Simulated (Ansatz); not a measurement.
**C₂HClF₂: up Jacob's ladder to CCSD(T)**

How much do the methods differ for C₂HClF₂? The plan is to run it at one geometry with functionals of several rungs and with coupled cluster. The yardstick is the atomisation energy at the CCSD(T) limit.

Program: Ansatz 0.2.0, Gaussian basis. Level of theory: functionals in def2-TZVPP, the program's frozen cores in correlated methods. These are calculated values, not measurements.

The runs, in order: LDA (SPW92), PBE-D4, revPBE-D4, BLYP-D4, r2SCAN-D4, B97M-V, PBE0-D4, B3LYP-D4, r2SCANh-D4, r2SCAN0-D4, HSE06-D4, BHLYP-D4, CAM-B3LYP-D4, LC-ωPBE, ωB97X-V, ωB97M-V, B2PLYP, PBE-QIDH; CCSD(T)/def2-SVP; CCSD(T)/def2-TZVPP; MP2/def2-QZVPP; extrapolation to the limit; RPA on PBE.

## 1. Structure used throughout

An earlier PBE0-D4 in a triple-zeta def2 set relaxation fixed the geometry.

SMILES `F/C=C(\F)Cl`, 6 atoms, charge 0, spin multiplicity 1.

Atoms are counted from 1 here; the program's logs count them from 0.

Bond lengths: F1–C2 1.329 Å, C2–C3 1.324 Å, C2–H6 1.080 Å, C3–F4 1.320 Å, C3–Cl5 1.701 Å. Angles: F1–C2–C3 120.9°, F1–C2–H6 115.7°, C3–C2–H6 123.4°, C2–C3–F4 122.6°, C2–C3–Cl5 123.0°, F4–C3–Cl5 114.4°.

## 2. LDA

This LDA is Slater exchange with PW92 correlation.

in.yaml reads:

```yaml
crystal:
  periodic: [false, false, false]
  atoms:
    - {symbol: F, position_ang: [0.146637, -1.084803, 1.451864]}
    - {symbol: C, position_ang: [-0.051317, 0.001550, 0.711592]}
    - {symbol: C, position_ang: [0.060928, -0.043537, -0.606515]}
    - {symbol: F, position_ang: [0.370744, -1.149680, -1.255847]}
    - {symbol: Cl, position_ang: [-0.180805, 1.313387, -1.603326]}
    - {symbol: H, position_ang: [-0.304085, 0.899284, 1.256030]}
basis:
  gaussian: {orbitals: def2-TZVPP}
hamiltonian: {xc: lda}
output: {orbitals: {seedname: orbitals}}
```

After this run come: PBE-D4 (GGA); revPBE-D4 (GGA); BLYP-D4 (GGA); r2SCAN-D4 (meta-GGA); B97M-V (meta-GGA); PBE0-D4 (hybrid); B3LYP-D4 (hybrid); r2SCANh-D4 (hybrid); r2SCAN0-D4 (hybrid); HSE06-D4 (hybrid); BHLYP-D4 (hybrid); CAM-B3LYP-D4 (range-separated); LC-ωPBE-D4 (range-separated); ωB97X-V (range-separated); ωB97M-V (range-separated); B2PLYP (double hybrid); PBE-QIDH (double hybrid); CCSD(T) in def2-SVP; CCSD(T) in def2-TZVPP; MP2 in def2-QZVPP; RPA on PBE orbitals.

Q: Predict the results of all the runs planned. Wanted: atomisation energy, CCSD(T)/CBS; farthest beyond LDA; mean size of error, GGA; mean size of error, meta-GGA; mean size of error, hybrid; mean size of error, range-separated; mean size of error, double hybrid; gap, smallest and largest; T1 diagnostic.

The runs gave:

| quantity | value |
| --- | --- |
| atomisation energy, CCSD(T)/CBS | 2305.7 kJ/mol |
| functionals within 11.5 kJ/mol (0.5 %) | B3LYP-D4, r2SCANh-D4, PBE-QIDH |
| farthest beyond LDA | PBE-D4 (+148.2 kJ/mol) |
| mean size of error, GGA | 78.0 kJ/mol |
| mean size of error, meta-GGA | 27.3 kJ/mol |
| mean size of error, hybrid | 46.9 kJ/mol |
| mean size of error, range-separated | 18.0 kJ/mol |
| mean size of error, double hybrid | 11.4 kJ/mol |
| gap, smallest and largest | 5.11 eV (LDA (SPW92)), 12.53 eV (LC-ωPBE) |
| T1 diagnostic | 0.0121 |
| triples share of the correlation energy | 3.8 % |

What this shows: The LDA atomisation energy is off by 528.9 kJ/mol (23 %): it overbinds. PBE-D4 misses by +148.2 kJ/mol. Double hybrids carry the basis error of their MP2 part in triple zeta, and no dispersion term here, so their miss is partly the set-up's. By mean error the best rung here is double hybrid (11.4 kJ/mol) and the worst beyond LDA is GGA (78.0 kJ/mol). Misses under about 11.5 kJ/mol are within the doubt on the reference itself, which lacks core-valence correlation, relativity and higher excitations. Hartree-Fock recovers 67 % of the binding; the rest is correlation. CCSD(T) in def2-SVP is off by -130.4 kJ/mol, more than most functionals: a good method in a small basis is no reference. Orbital gaps span 5.1 to 12.5 eV; exact exchange widens them.
